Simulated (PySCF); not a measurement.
Adding and removing an electron: SiO

r²SCAN; PySCF, no relativity, basis sets Si 6-311G(d,p), O 6-311G(d,p). Neutral (UKS): singlet (closed shell), Re = 1.522 Å, ωe = 1241 cm⁻¹, De = 7.85 eV, HOMO -7.62 eV, LUMO -2.50 eV.

SiO⁺ (UKS): doublet (σ ↑), Re = 1.524 Å, ωe = 1169 cm⁻¹, De = 4.84 eV to Si⁺ + O. The energies at the minima are -364.67776 hartree for SiO and -364.26141 for SiO⁺.

(1) Work out the adiabatic ionisation energy, without and with harmonic zero-point energies (1 hartree = 27.2114 eV, 1 eV = 8065.5 cm⁻¹), and the change of the bond length.

For an ion De counts to the pair picked by the measured ionisation energies or electron affinities, which need not be the lowest pair at this level. States were picked by a PBE0 search and need not be the measured ground states.

Answers

(1) At r²SCAN: 0.41635 hartree = 11.329 eV between the minima; the zero-point term (1169.0 − 1241.0)/2 cm⁻¹ = -0.004 eV makes it 11.325 eV. Re changes by +0.2 pm against the neutral. Minus the HOMO energy is 7.62 eV, -3.71 eV from the value between the minima; self-interaction puts the Kohn–Sham level too high, less so with exact exchange. The electron leaves a σ orbital, and the small change of length marks it as nearly non-bonding.
